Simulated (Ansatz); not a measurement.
**SiC+ (doublet): from Hartree-Fock to the top rungs at distance Si1–C2 = 2.579 Å, cc-pVDZ**

How much of the correlation energy of SiC+ (doublet) does each wave-function method recover here?

Method: cc-pVDZ, core rule «outside noble gas», up to 6 orbitals frozen; program: Ansatz 0.2.0, Gaussian basis.

To be run: UHF; CCSD(T) on ROHF; CCSD(T) on UHF; BCCD(T) on ROHF; CISD; CCSDT(Q) on ROHF; CCSDT(Q) on UHF; CASSCF and MRCISD+Q, 3 electrons in 3 orbitals; CASSCF and NEVPT2, 3 electrons in 3 orbitals; CASSCF and MRCISD+Q, 7 electrons in 8 orbitals; CASSCF and NEVPT2, 7 electrons in 8 orbitals; Full CI.

22 further runs of the same task are left out: 2 for a known fault of the program, 15 that didn't finish, 5 set aside as unsound or not needed.

## Step 1: What is computed

The geometry derives from a PBE0/def2-TZVP stationary point (not a proven minimum). One bond is set to the value named and the two fragments are kept rigid.

2 atoms, charge 1, spin multiplicity 2.

Atoms are counted from 1 here; the program's logs count them from 0.

No contacts short enough for the rule that draws bonds.

## Step 2: UHF

in.yaml reads:

```yaml
crystal:
  periodic: [false, false, false]
  atoms:
    - {symbol: Si, position_ang: [0.000000, 0.000000, 0.000000]}
    - {symbol: C, position_ang: [0.000000, 0.000000, 2.579000]}
basis:
  gaussian: {orbitals: cc-pVDZ}
total_charge: 1
magnetization: {spin_polarized: true, initial_magnetization: 1}
hamiltonian: {xc: hf}
output: {orbitals: {seedname: orbitals}}
```

Run with:

```console
> ansatz run in.yaml --threads 1 --pin off --events-out ev --progress --plain --max-ram 2393MiB
```

After this run come: CCSD(T) on ROHF; CCSD(T) on UHF; BCCD(T) on ROHF; CISD; CCSDT(Q) on ROHF; CCSDT(Q) on UHF; CASSCF and MRCISD+Q, 3 electrons in 3 orbitals; CASSCF and NEVPT2, 3 electrons in 3 orbitals; CASSCF and MRCISD+Q, 7 electrons in 8 orbitals; CASSCF and NEVPT2, 7 electrons in 8 orbitals; Full CI.

Q: Predict the results of all the runs planned. Wanted: FCI below the RHF energy; RMP2 from FCI; UMP2 from FCI; RCCSD from FCI; RCCSD(T) from FCI; UCCSD(T) from FCI; RCCSDT(Q) from FCI; UCCSDT(Q) from FCI; NEVPT2 pair from FCI.

As calculated:

```
                         quantity                                                                  value
         FCI below the RHF energy                                                             -5.2373 eV
                    RMP2 from FCI                                                        +39.44 kcal/mol
                    UMP2 from FCI                                                        +40.74 kcal/mol
                   RCCSD from FCI                                                         +7.38 kcal/mol
                RCCSD(T) from FCI                                                         +2.38 kcal/mol
                UCCSD(T) from FCI                                                         +2.42 kcal/mol
               RCCSDT(Q) from FCI                                                         +0.04 kcal/mol
               UCCSDT(Q) from FCI                                                         -0.06 kcal/mol
             NEVPT2 pair from FCI                                                        +29.45 kcal/mol
           MRCISD+Q pair from FCI                                                         -0.04 kcal/mol
          NEVPT2 valence from FCI                                                        +14.88 kcal/mol
levels within 1 kcal/mol (43 meV)  RCCSDT, UCCSDT, RCCSDT(Q), UCCSDT(Q), MRCISD+Q pair, MRCISD+Q valence
                    T1 diagnostic                                                                  0.057
   effectively unpaired electrons                                                                   1.39
```

In words: RCCSD(T) misses by +2.38 kcal/mol, 2.0 % of the correlation energy. UCCSDT(Q) falls below full CI: unrestricted runs freeze a spin-polarised core, another one than full CI's, and coupled cluster isn't variational. The occupations show some static correlation. Of the multireference levels listed MRCISD+Q pair comes nearest in total energy (-0.04 kcal/mol), which doesn't show that its space is the better one. Coupled cluster took another determinant than the lowest Hartree-Fock one. These misses are within one basis, not against nature; the frozen cores of restricted and unrestricted runs differ, which can shift their rows.
